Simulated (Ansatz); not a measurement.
The reference is InSb in the zinc blende structure (space group F-43m, No. 216).

```
InSb
1.0
    0.00000     3.25957     3.25957
    3.25957     0.00000     3.25957
    3.25957     3.25957     0.00000
Sb In
1 1
Direct
  0.75000   0.75000   0.75000
  0.00000   0.00000   0.00000
```

All numbers come from PBEsol (Ansatz, a program for electronic structure; PAW; 420 eV plane waves; no SOC).

It is then changed as follows: full substitution Sb → As, then cell and atoms are relaxed.

Measured lattice parameter a: InSb 6.468 Å (static lattice; corrected from measurement; as listed in Daniel Mejia-Rodriguez, S. B. Trickey, Phys. Rev. B (2018)); InAs 6.047 Å (static lattice; corrected from measurement; as listed in Daniel Mejia-Rodriguez, S. B. Trickey, Phys. Rev. B (2018)).

Task: How well does PBEsol reproduce the measured shift?

Result: With PBEsol the lattice parameter a moves by -0.432 Å (6.519 → 6.087) against -0.421 Å measured.

No phonon test of stability was made. All final runs are without spin polarisation.
